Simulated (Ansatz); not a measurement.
A barrier at the coupled-cluster level

Start structure (C₂H₈Si, singlet), relaxed at PBE0-D4/def2-TZVP:

Si1  (0.660, 1.268, 0.334)
C2  (0.064, -0.504, 0.501)
C3  (-0.741, -0.989, -0.701)
H4  (-1.634, -0.377, -0.857)
H5  (1.445, 1.683, 1.528)
H6  (-0.498, 2.193, 0.186)
H7  (1.522, 1.413, -0.872)
H8  (-0.533, -0.577, 1.416)
H9  (0.939, -1.144, 0.659)
H10  (-1.071, -2.023, -0.573)
H11  (-0.152, -0.944, -1.621)
(Å)

The step: C₂H₈Si (CC[SiH3]) → C₂H₄ (C=C) + SiH₄; bonds formed: Si1–H4; bonds broken: Si1–C2, C3–H4. Program: Ansatz 0.2.0. Basis: def2-TZVPP and def2-QZVPP. Cores are frozen in the correlated methods. Extrapolation: Hartree–Fock as exp(−7.88 √X), correlation as X^−2.97. Energies below are by CCSD(T) at an estimated basis limit (MP2 extrapolated from triple and quadruple zeta, plus CCSD(T) − MP2 in triple zeta).

Q: What are the electronic barrier and the energy of the step, from the start structure to the end structure? (Judge from chemistry; the value comes from the calculation.)

A: By the calculation: Barrier 348.7 kJ/mol; step energy 129.5 kJ/mol (uphill); reverse barrier, their difference, 219.2 kJ/mol. Barrier and step energy count from the start structure, the reverse barrier from the end structure.

The saddle point: One imaginary mode of 1049i cm⁻¹.
```
  pair  start (Å)  saddle (Å)  end (Å)
Si1–H4       3.06        1.60     1.48
Si1–C2       1.88        2.19     3.72
 C3–H4       1.09        1.62     3.24
```

Zero-point energy (harmonic, PBE0-D4): ZPE is 235.8 kJ/mol at the start and 224.2 kJ/mol at the saddle, so the barrier goes from 348.7 to 337.1 kJ/mol.

First-order rate constant out of the start structure at 898 K by transition-state theory, with harmonic vibrational free energies alone and no tunnelling: ΔA‡ = 349.4 kJ/mol, so k = (kB T/h) exp(−ΔA‡/kB T) ≈ 10^-7 s⁻¹ (an order of magnitude at best: rotation, the number of equivalent paths and anharmonicity are left out).

The T1 diagnostic stays at or below 0.017.

For scale, one of the runs: CCSD(T)/def2-TZVPP, 216 basis functions, launched by `ansatz run in.yaml --threads 2 --pin off --events-out ev --progress --plain --max-ram 4352MiB`. The run took 24 s on 2 CPU threads of an Intel Xeon 6975P-C (shared host), with 3.3 GiB of host memory at its peak.
